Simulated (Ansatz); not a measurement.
Geometry optimisation, Ansatz, RKS r2SCAN-D4/def2-SVP.

input.yaml

```yaml
crystal:
  periodic: [false, false, false]
  atoms:
    - { symbol: Si, position_ang: [0.14509, -0.551755, -0.331635] }
    - { symbol: O, position_ang: [0.488362, 0.177679, 2.435477] }
    - { symbol: H, position_ang: [-0.270832, 0.772079, 2.504628] }
    - { symbol: H, position_ang: [1.063499, 0.607547, -0.514201] }
    - { symbol: H, position_ang: [-1.150276, -0.062328, 0.225448] }
    - { symbol: H, position_ang: [-0.1737, -1.125409, -1.679933] }
    - { symbol: "N", position_ang: [0.816144, -1.896203, 0.646107] }
    - { symbol: H, position_ang: [0.995591, -2.750569, 0.123557] }
    - { symbol: H, position_ang: [1.653404, -1.651814, 1.171581] }
    - { symbol: H, position_ang: [0.081718, -0.720727, 2.428272] }
basis:
  gaussian: { orbitals: def2-SVP }
hamiltonian:
  xc: r2scan
  dispersion: d4
relax:
  f_tol: 0.03
  max_steps: 50
```

Run as:

```bash
$ ansatz run input.yaml --threads 2 --pin off --max-ram 3072MiB --backend cpu --events-out ev --progress --plain --runs-dir out
```

Problem. Where does it end, and by what steps?

Solution. The run converged. After 8 steps the energy has fallen by 0.036 eV; H3 moved furthest, 0.15 Å.

```csv
step,energy less start (eV),largest force component (eV/Å),accepted
0,0.0000,0.676,yes
1,0.0176,1.393,no
2,-0.0181,0.606,yes
3,-0.0342,0.134,yes
4,-0.0114,0.653,no
5,-0.0352,0.067,yes
6,-0.0354,0.058,yes
7,-0.0355,0.031,yes
8,-0.0355,0.010,yes
```

```xyz
10
Properties=species:S:1:pos:R:3
Si 0.150 -0.559 -0.385
O 0.480 0.146 2.569
H -0.318 0.687 2.615
H 1.098 0.569 -0.621
H -1.118 0.005 0.174
H -0.200 -1.187 -1.698
N 0.822 -1.818 0.629
H 0.941 -2.737 0.213
H 1.652 -1.569 1.163
H 0.142 -0.739 2.349
```

The run took 20 s on 2 threads of Arm Neoverse V2, with other jobs on the host, peak memory 0.14 GiB.
